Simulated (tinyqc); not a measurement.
Worked calculation (part 2 of 2): UHF in the sto-3g basis, for OH-, spin multiplicity 1. The basis has no diffuse functions, so it cannot describe the extra electron: this is an exercise in the method, not the real anion. Computed by tinyqc, a small Python program that keeps every step (integrals from PySCF). Command: `OMP_NUM_THREADS=1 python tinyqc.py 28986 28987 out.jsonl` (the two numbers bound the seeds that draw the settings). One thread of a shared host (Intel(R) Xeon(R) Processor @ 2.60GHz), about 0.09 s of CPU time with the checks.

Geometry (angstrom):
```
atom         x         y         z
O     0.000000  0.000000  0.000000
H     0.000000  0.000000  1.163000
```

## Iteration 2: diagonalisation and new density

extrapolated F(alpha) (hartree):
```
             1O 1s      1O 2s     1O 2px     1O 2py     1O 2pz      2H 1s
1O 1s   -19.425761  -4.979745  -0.000098  -0.000139  -0.007182  -0.709246
1O 2s    -4.979745  -1.794220   0.046810   0.066052  -0.011519  -0.502067
1O 2px   -0.000098   0.046810   0.302605   0.130823   0.147940  -0.044002
1O 2py   -0.000139   0.066052   0.130823   0.394490   0.208751  -0.062089
1O 2pz   -0.007182  -0.011519   0.147940   0.208751   0.280170  -0.243301
2H 1s    -0.709246  -0.502067  -0.044002  -0.062089  -0.243301   0.089852
```

extrapolated F(beta) (hartree):
```
             1O 1s      1O 2s     1O 2px     1O 2py     1O 2pz      2H 1s
1O 1s   -19.425761  -4.979745   0.000098   0.000139  -0.007182  -0.709246
1O 2s    -4.979745  -1.794220  -0.046810  -0.066052  -0.011519  -0.502067
1O 2px    0.000098  -0.046810   0.302605   0.130823  -0.147940   0.044002
1O 2py    0.000139  -0.066052   0.130823   0.394490  -0.208751   0.062089
1O 2pz   -0.007182  -0.011519  -0.147940  -0.208751   0.280170  -0.243301
2H 1s    -0.709246  -0.502067   0.044002   0.062089  -0.243301   0.089852
```

X:
```
            1O 1s      1O 2s    1O 2px    1O 2py     1O 2pz      2H 1s
1O 1s    1.022706  -0.129016  0.000000  0.000000  -0.005554   0.018928
1O 2s   -0.129016   1.080006  0.000000  0.000000   0.051208  -0.209459
1O 2px   0.000000   0.000000  1.000000  0.000000   0.000000   0.000000
1O 2py   0.000000   0.000000  0.000000  1.000000   0.000000   0.000000
1O 2pz  -0.005554   0.051208  0.000000  0.000000   1.045142  -0.185355
2H 1s    0.018928  -0.209459  0.000000  0.000000  -0.185355   1.101281
```

Diagonalise F' = X^T F X, C = X C', fill 5 alpha and 5 beta electrons from the bottom; D(s) = C_occ C_occ^T. Each column has its largest component positive (the first on a tie).

F' = X^T F X (alpha) (hartree):
```
            1          2          3          4          5          6
1  -19.058546  -2.641372  -0.007794  -0.010998  -0.033255  -0.065803
2   -2.641372  -0.830873   0.067360   0.095049   0.099720  -0.342947
3   -0.007794   0.067360   0.302605   0.130823   0.165172  -0.085687
4   -0.010998   0.095049   0.130823   0.394490   0.233066  -0.120909
5   -0.033255   0.099720   0.165172   0.233066   0.407838  -0.388845
6   -0.065803  -0.342947  -0.085687  -0.120909  -0.388845   0.372951
```

orbital energies (alpha) (hartree): MO1 -19.434262, MO2 -0.577390, MO3 0.023027, MO4 0.209892, MO5 0.323771, MO6 1.043428

coefficients C (alpha):
```
              MO1        MO2        MO3        MO4        MO5        MO6
1O 1s    0.994473  -0.250463   0.070030   0.000000   0.041787   0.067842
1O 2s    0.023045   0.951320  -0.342754   0.000000  -0.254959  -0.376201
1O 2px  -0.000072  -0.041115  -0.143946   0.815887   0.474570  -0.294451
1O 2py  -0.000102  -0.058016  -0.203115  -0.578212   0.669642  -0.415486
1O 2pz   0.001754   0.043485   0.703281   0.000000  -0.251233  -0.754795
2H 1s   -0.004596   0.164044   0.481240   0.000000   0.646650   0.784046
```

F' = X^T F X (beta) (hartree):
```
            1          2          3          4          5          6
1  -19.058546  -2.641372   0.007794   0.010998  -0.033255  -0.065803
2   -2.641372  -0.830873  -0.067360  -0.095049   0.099720  -0.342947
3    0.007794  -0.067360   0.302605   0.130823  -0.165172   0.085687
4    0.010998  -0.095049   0.130823   0.394490  -0.233066   0.120909
5   -0.033255   0.099720  -0.165172  -0.233066   0.407838  -0.388845
6   -0.065803  -0.342947   0.085687   0.120909  -0.388845   0.372951
```

orbital energies (beta) (hartree): MO1 -19.434262, MO2 -0.577390, MO3 0.023027, MO4 0.209892, MO5 0.323771, MO6 1.043428

coefficients C (beta):
```
              MO1        MO2        MO3        MO4        MO5        MO6
1O 1s    0.994473  -0.250463   0.070030   0.000000  -0.041787   0.067842
1O 2s    0.023045   0.951320  -0.342754   0.000000   0.254959  -0.376201
1O 2px   0.000072   0.041115   0.143946   0.815887   0.474570   0.294451
1O 2py   0.000102   0.058016   0.203115  -0.578212   0.669642   0.415486
1O 2pz   0.001754   0.043485   0.703281   0.000000   0.251233  -0.754795
2H 1s   -0.004596   0.164044   0.481240   0.000000  -0.646650   0.784046
```

D(alpha) after iteration 2:
```
            1O 1s      1O 2s     1O 2px     1O 2py     1O 2pz      2H 1s
1O 1s    1.058359  -0.250010   0.019976   0.028187   0.029606   0.015065
1O 2s   -0.250010   1.088025  -0.110773  -0.156306  -0.135590  -0.173864
1O 2px   0.019976  -0.110773   0.913298  -0.122340  -0.222250   0.230863
1O 2py   0.028187  -0.156306  -0.122340   0.827371  -0.313607   0.325760
1O 2pz   0.029606  -0.135590  -0.222250  -0.313607   0.559617   0.183112
2H 1s    0.015065  -0.173864   0.230863   0.325760   0.183112   0.676679
```

D(beta) after iteration 2:
```
            1O 1s      1O 2s     1O 2px     1O 2py     1O 2pz      2H 1s
1O 1s    1.058359  -0.250010  -0.019976  -0.028187   0.029606   0.015065
1O 2s   -0.250010   1.088025   0.110773   0.156306  -0.135590  -0.173864
1O 2px  -0.019976   0.110773   0.913298  -0.122340   0.222250  -0.230863
1O 2py  -0.028187   0.156306  -0.122340   0.827371   0.313607  -0.325760
1O 2pz   0.029606  -0.135590   0.222250   0.313607   0.559617   0.183112
2H 1s    0.015065  -0.173864  -0.230863  -0.325760   0.183112   0.676679
```

## Iteration 11 (converged): orbitals

converged F(alpha) (hartree):
```
             1O 1s      1O 2s    1O 2px    1O 2py     1O 2pz      2H 1s
1O 1s   -19.446168  -4.983473  0.000000  0.000000  -0.018084  -0.710806
1O 2s    -4.983473  -1.792717  0.000000  0.000000  -0.004386  -0.518599
1O 2px    0.000000   0.000000  0.212632  0.000000   0.000000   0.000000
1O 2py    0.000000   0.000000  0.000000  0.212632   0.000000   0.000000
1O 2pz   -0.018084  -0.004386  0.000000  0.000000   0.515202  -0.273582
2H 1s    -0.710806  -0.518599  0.000000  0.000000  -0.273582   0.028194
```

converged F(beta) (hartree):
```
             1O 1s      1O 2s    1O 2px    1O 2py     1O 2pz      2H 1s
1O 1s   -19.446168  -4.983473  0.000000  0.000000  -0.018084  -0.710806
1O 2s    -4.983473  -1.792717  0.000000  0.000000  -0.004386  -0.518599
1O 2px    0.000000   0.000000  0.212632  0.000000   0.000000   0.000000
1O 2py    0.000000   0.000000  0.000000  0.212632   0.000000   0.000000
1O 2pz   -0.018084  -0.004386  0.000000  0.000000   0.515202  -0.273582
2H 1s    -0.710806  -0.518599  0.000000  0.000000  -0.273582   0.028194
```

As before.

F' = X^T F X (alpha) (hartree):
```
            1          2         3         4          5          6
1  -19.078736  -2.644071  0.000000  0.000000  -0.047858  -0.063198
2   -2.644071  -0.821530  0.000000  0.000000   0.129928  -0.356241
3    0.000000   0.000000  0.212632  0.000000   0.000000   0.000000
4    0.000000   0.000000  0.000000  0.212632   0.000000   0.000000
5   -0.047858   0.129928  0.000000  0.000000   0.675389  -0.461120
6   -0.063198  -0.356241  0.000000  0.000000  -0.461120   0.326888
```

orbital energies (alpha) (hartree): MO1 -19.454639, MO2 -0.578352, MO3 0.076529, MO4 0.212632, MO5 0.212632, MO6 1.058472

coefficients C (alpha):
```
              MO1        MO2        MO3        MO4       MO5        MO6
1O 1s    0.994492  -0.247349   0.089467   0.000000  0.000000  -0.069006
1O 2s    0.022984   0.933397  -0.456650   0.000000  0.000000   0.386347
1O 2px   0.000000   0.000000   0.000000   0.783459  0.621444   0.000000
1O 2py   0.000000   0.000000   0.000000  -0.621444  0.783459   0.000000
1O 2pz   0.002287   0.016755   0.501857   0.000000  0.000000   0.936582
2H 1s   -0.004688   0.206527   0.740548   0.000000  0.000000  -0.836851
```

F' = X^T F X (beta) (hartree):
```
            1          2         3         4          5          6
1  -19.078736  -2.644071  0.000000  0.000000  -0.047858  -0.063198
2   -2.644071  -0.821530  0.000000  0.000000   0.129928  -0.356241
3    0.000000   0.000000  0.212632  0.000000   0.000000   0.000000
4    0.000000   0.000000  0.000000  0.212632   0.000000   0.000000
5   -0.047858   0.129928  0.000000  0.000000   0.675389  -0.461120
6   -0.063198  -0.356241  0.000000  0.000000  -0.461120   0.326888
```

orbital energies (beta) (hartree): MO1 -19.454639, MO2 -0.578352, MO3 0.076529, MO4 0.212632, MO5 0.212632, MO6 1.058472

coefficients C (beta):
```
              MO1        MO2        MO3        MO4       MO5        MO6
1O 1s    0.994492  -0.247349   0.089467   0.000000  0.000000  -0.069006
1O 2s    0.022984   0.933397  -0.456650   0.000000  0.000000   0.386347
1O 2px   0.000000   0.000000   0.000000   0.778857  0.627201   0.000000
1O 2py   0.000000   0.000000   0.000000  -0.627201  0.778857   0.000000
1O 2pz   0.002287   0.016755   0.501857   0.000000  0.000000   0.936582
2H 1s   -0.004688   0.206527   0.740548   0.000000  0.000000  -0.836851
```

D(alpha) after iteration 11:
```
            1O 1s      1O 2s    1O 2px    1O 2py     1O 2pz      2H 1s
1O 1s    1.058200  -0.248872  0.000000  0.000000   0.043029   0.010509
1O 2s   -0.248872   1.080288  0.000000  0.000000  -0.213481  -0.145508
1O 2px   0.000000   0.000000  1.000000  0.000000   0.000000   0.000000
1O 2py   0.000000   0.000000  0.000000  1.000000   0.000000   0.000000
1O 2pz   0.043029  -0.213481  0.000000  0.000000   0.252146   0.375099
2H 1s    0.010509  -0.145508  0.000000  0.000000   0.375099   0.591087
```

D(beta) after iteration 11:
```
            1O 1s      1O 2s    1O 2px    1O 2py     1O 2pz      2H 1s
1O 1s    1.058200  -0.248872  0.000000  0.000000   0.043029   0.010509
1O 2s   -0.248872   1.080288  0.000000  0.000000  -0.213481  -0.145508
1O 2px   0.000000   0.000000  1.000000  0.000000   0.000000   0.000000
1O 2py   0.000000   0.000000  0.000000  1.000000   0.000000   0.000000
1O 2pz   0.043029  -0.213481  0.000000  0.000000   0.252146   0.375099
2H 1s    0.010509  -0.145508  0.000000  0.000000   0.375099   0.591087
```

Within a degenerate level the vectors are fixed only up to a rotation; this is one choice.

## Convergence

Stop when the energy changes by less than 1e-10 hartree and every element of the error matrix X^T (F D S - S D F) X (for each spin) is below 3e-06.

Course of the cycle:
```
iteration   E (hartree)     change  largest element of the error matrix
1          -73.34321475          -                             1.69e-01
2          -73.80517268  -4.62e-01                             1.13e-01
3          -73.95312494  -1.48e-01                             7.38e-02
4          -74.03600666  -8.29e-02                             2.71e-02
5          -74.05119205  -1.52e-02                             1.61e-02
6          -74.05899155  -7.80e-03                             9.92e-03
7          -74.05991473  -9.23e-04                             2.66e-03
8          -74.06009666  -1.82e-04                             1.13e-03
9          -74.06010139  -4.73e-06                             2.12e-04
10         -74.06010153  -1.42e-07                             2.47e-07
11         -74.06010153  -6.25e-13                             3.22e-08
```

PySCF UHF in the same basis, after a stability check = -74.06010153 hartree

Converged in 11 iterations.

## Populations, bond orders and dipole

overlap S:
```
           1O 1s     1O 2s    1O 2px    1O 2py    1O 2pz     2H 1s
1O 1s   1.000000  0.236704  0.000000  0.000000  0.000000  0.033077
1O 2s   0.236704  1.000000  0.000000  0.000000  0.000000  0.350522
1O 2px  0.000000  0.000000  1.000000  0.000000  0.000000  0.000000
1O 2py  0.000000  0.000000  0.000000  1.000000  0.000000  0.000000
1O 2pz  0.000000  0.000000  0.000000  0.000000  1.000000  0.316462
2H 1s   0.033077  0.350522  0.000000  0.000000  0.316462  1.000000
```

Mulliken: Z minus the diagonal of D S on the atom; Loewdin: the same with S^(1/2) D S^(1/2); Mayer order: 2 sum_s sum (D(s) S)_ij (D(s) S)_ji over the two atoms.

Charges (e):
```
atom   Mulliken    Loewdin  Mulliken spin
1O    -0.681729  -0.694417              0
2H    -0.318271  -0.305583              0
```

Mayer bond orders:
```
pair     order
2-1   0.898704
```

dipole moment about the origin, x y z (debye): 0.000000  0.000000  -1.172406

<S^2> of the determinant (pure state: 0) = 0.000000
